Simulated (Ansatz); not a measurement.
**Al₂P (quartet): wave-function methods side by side at a displaced geometry (v1), cc-pVDZ**

An exercise on one series of results from a longer session: the logs are not shown, and one member is left open.

The runs use Ansatz 0.2.0, Gaussian basis; cc-pVDZ, core rule «outside noble gas», up to 15 orbitals frozen.

Plan: UHF; CCSD(T) on ROHF; CCSD(T) on UHF; BCCD(T) on ROHF; CISD; CCSDT(Q) on ROHF; CCSDT(Q) on UHF.

38 further runs of the same task are left out: 14 for a known fault of the program, 11 that didn't finish, 13 set aside as unsound or not needed.

## The geometry

The geometry is a PBE0/def2-TZVP stationary point (not a proven minimum) with its atoms shifted at random (size 0.040 Å).

3 atoms, charge 0, spin multiplicity 4.

Atoms are counted from 1 here; the program's logs count them from 0.

Bond lengths: Al1–P2 2.240 Å, Al1–Al3 2.612 Å, P2–Al3 2.187 Å. Angles: P2–Al1–Al3 52.9°, Al1–P2–Al3 72.3°, Al1–Al3–P2 54.8°.

Coordinates:

```xyz
3
Al2P
Al   -0.0147   -0.6731   -1.3116
P    -0.0155    1.1351    0.0100
Al    0.0325   -0.6300    1.3001
```

Set-up of the first run:

in.yaml reads:

```yaml
crystal:
  periodic: [false, false, false]
  atoms:
    - {symbol: Al, position_ang: [-0.014668, -0.673127, -1.311553]}
    - {symbol: P, position_ang: [-0.015501, 1.135131, 0.009994]}
    - {symbol: Al, position_ang: [0.032463, -0.629959, 1.300081]}
basis:
  gaussian: {orbitals: cc-pVDZ}
magnetization: {spin_polarized: true, initial_magnetization: 3}
hamiltonian: {xc: hf}
output: {orbitals: {seedname: orbitals}}
```

Run with:

```bash
$ ansatz run in.yaml --threads 1 --pin off --events-out ev --progress --plain --max-ram 2393MiB
```

Steps of the session up to this table: UHF; CCSD(T) on ROHF; CCSD(T) on UHF; BCCD(T) on ROHF; CISD; CCSDT(Q) on ROHF; CCSDT(Q) on UHF.

One table of the session follows, with a row left open; its other results are not shown here.

It belongs to the step «Misses and costs». 

| method | from UCCSDT(Q) (meV) |
| --- | --- |
| ROHF | +6546.9 |
| UHF | +6357.2 |
| RMP2 | +1064.2 |
| UMP2 | +1097.0 |
| CISD | +1036.7 |
| RCCSD | ? |
| UCCSD | +465.2 |
| RCCSD(T) | +79.2 |
| UCCSD(T) | +81.6 |
| BCCD(T) | +81.3 |
| RCCSDT | +44.1 |
| UCCSDT | +41.9 |
| RCCSDT(Q) | +4.8 |
| UCCSDT(Q) | 0 |

Q: Estimate the row for RCCSD from the others.

**Answer.** from UCCSDT(Q) (meV): +477.8. In the column «from UCCSDT(Q) (meV)» it lies between UCCSD (+465.2) and CISD (+1036.7).

Caveats from the session: Restricted and unrestricted rows rest on different reference determinants; where their highest levels disagree by more than a few hundredths of an eV, they describe different states and don't form one ladder.
